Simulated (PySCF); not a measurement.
Dipole moment and polarisability across levels of theory

Species: BH6NO.
Bonds: N1–B2, B2–O3. Hydrogens: H4, H5, H6 on N1; H7, H8 on B2; H9 on O3.

PySCF, dipoles from the SCF density, polarisabilities from static response with core orbitals frozen. Geometry: PBE0-D3(BJ)/def2-SVP, one conformer, isolated molecule.

The anisotropy is √(½[(α1 − α2)² + (α2 − α3)² + (α3 − α1)²]).

```csv
level,μ (D),α (Å³),anisotropy (Å³)
LDA/def2-SVPD,4.903,5.77,0.76
PBE/def2-SVPD,4.863,5.68,0.78
B3LYP/def2-SVPD,4.946,5.39,0.58
PBE0/def2-SVPD,4.977,5.30,0.56
BHandHLYP/def2-SVPD,5.034,5.05,0.43
CAM-B3LYP/def2-SVPD,5.015,5.26,0.49
wB97X-D/def2-SVPD,5.029,5.25,0.46
LC-wPBE/def2-SVPD,5.091,5.10,0.43
HF/def2-SVPD,5.130,4.74,0.32
PBE0/6-31G*,5.177,3.86,0.49
PBE0/6-31+G*,5.119,4.74,0.44
PBE0/def2-SVP,5.190,4.09,0.45
PBE0/aug-cc-pVDZ,4.891,5.43,0.62
PBE0/def2-TZVP,4.993,4.84,0.46
PBE0/def2-TZVPD,4.895,5.40,0.61
PBE0/aug-cc-pVTZ,4.891,5.45,0.61
```

The dipole runs from 4.86 D (PBE/def2-SVPD) to 5.19 D (PBE0/def2-SVP). No reference polarisability is at hand; against PBE0 in the largest diffuse basis at hand (aug-cc-pVTZ) the other PBE0 rows deviate by 6-31G* -29%, 6-31+G* -13%, def2-SVP -25%, def2-SVPD -3%, aug-cc-pVDZ 0%, def2-TZVP -11%, def2-TZVPD -1%. In one basis (def2-SVPD) the functionals order the polarisability from HF (lowest) to LDA (highest), a spread of 22%. With PBE0 the polarisability is 4.26 Å³ without diffuse functions (mean of 6-31G*, def2-SVP and def2-TZVP) and 5.26 Å³ with them (mean of 6-31+G*, def2-SVPD, aug-cc-pVDZ, def2-TZVPD and aug-cc-pVTZ).

Without π bonds the low states are Rydberg-like; a valence basis with one diffuse set may place them up to an eV too high.
